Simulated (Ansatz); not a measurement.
# BH2Cl: a ladder of functionals and wavefunction methods

Aim: compute BH2Cl with functionals from several rungs and with coupled cluster. The yardstick is the atomisation energy at the CCSD(T) limit.

Computed with Ansatz 0.2.0, Gaussian basis. Level: functionals in def2-TZVPP, the program's frozen cores in correlated methods.

Plan: LDA (SPW92), PBE-D4, revPBE-D4, BLYP-D4, r2SCAN-D4, B97M-V, PBE0-D4, B3LYP-D4, r2SCANh-D4, r2SCAN0-D4, HSE06-D4, BHLYP-D4, CAM-B3LYP-D4, LC-ωPBE, ωB97X-V, ωB97M-V, B2PLYP, PBE-QIDH; CCSD(T)/def2-SVP; CCSD(T)/def2-TZVPP; CCSD(T)/def2-QZVPP; extrapolation to the limit; RPA on PBE.

## Step 1: The relaxed structure

An earlier PBE0-D4 in a triple-zeta def2 set relaxation fixed the geometry.

SMILES `BCl`, 4 atoms, charge 0, spin multiplicity 1.

Atoms are counted from 1 here; the program's logs count them from 0.

Bond lengths: B1–Cl2 1.733 Å, B1–H3 1.190 Å, B1–H4 1.190 Å. Angles: Cl2–B1–H3 118.1°, Cl2–B1–H4 118.1°, H3–B1–H4 123.8°.

## Step 2: LDA

This LDA is Slater exchange with PW92 correlation.

in.yaml

```yaml
crystal:
  periodic: [false, false, false]
  atoms:
    - {symbol: B, position_ang: [-0.116737, 0.021680, -0.075281]}
    - {symbol: Cl, position_ang: [1.364994, -0.395289, 0.721178]}
    - {symbol: H, position_ang: [-1.106203, -0.559526, 0.240436]}
    - {symbol: H, position_ang: [-0.086554, 0.872834, -0.906634]}
basis:
  gaussian: {orbitals: def2-TZVPP}
hamiltonian: {xc: lda}
output: {orbitals: {seedname: orbitals}}
```

Further steps of the session: PBE-D4 (GGA); revPBE-D4 (GGA); BLYP-D4 (GGA); r2SCAN-D4 (meta-GGA); B97M-V (meta-GGA); PBE0-D4 (hybrid); B3LYP-D4 (hybrid); r2SCANh-D4 (hybrid); r2SCAN0-D4 (hybrid); HSE06-D4 (hybrid); BHLYP-D4 (hybrid); CAM-B3LYP-D4 (range-separated); LC-ωPBE-D4 (range-separated); ωB97X-V (range-separated); ωB97M-V (range-separated); B2PLYP (double hybrid); PBE-QIDH (double hybrid); CCSD(T) in def2-SVP; CCSD(T) in def2-TZVPP; CCSD(T) in def2-QZVPP; RPA on PBE orbitals.

Q: Predict the results of all the runs planned. Wanted: atomisation energy, CCSD(T)/CBS; farthest beyond LDA; mean size of error, GGA; mean size of error, meta-GGA; mean size of error, hybrid; mean size of error, range-separated; mean size of error, double hybrid; gap, smallest and largest; T1 diagnostic.

The runs gave:

| quantity | value |
| --- | --- |
| atomisation energy, CCSD(T)/CBS | 12.916 eV |
| functionals within 0.065 eV (0.5 %) | revPBE-D4, BLYP-D4, LC-ωPBE, B2PLYP |
| farthest beyond LDA | B97M-V (+0.230 eV) |
| mean size of error, GGA | 0.088 eV |
| mean size of error, meta-GGA | 0.217 eV |
| mean size of error, hybrid | 0.110 eV |
| mean size of error, range-separated | 0.108 eV |
| mean size of error, double hybrid | 0.048 eV |
| gap, smallest and largest | 4.21 eV (LDA (SPW92)), 11.97 eV (LC-ωPBE) |
| T1 diagnostic | 0.0119 |
| triples share of the correlation energy | 3.7 % |

**Reading.** LDA overbinds by 1.569 eV (12 %). PBE-D4 misses by +0.208 eV. Double hybrids carry the basis error of their MP2 part in triple zeta, and no dispersion term here, so their miss is partly the set-up's. Taken by rung, double hybrid functionals do best (0.048 eV on average) and meta-GGA ones worst beyond LDA (0.217 eV). The reference freezes the cores and leaves out relativity and excitations past (T), so misses under about 0.065 eV can't be ranked. Hartree-Fock recovers 80 % of the binding; the rest is correlation. CCSD(T) in def2-SVP is off by -0.481 eV, worse than the median functional, from the basis alone. The gap grows from 4.2 to 12.0 eV across the functionals, mostly with the share of exact exchange.
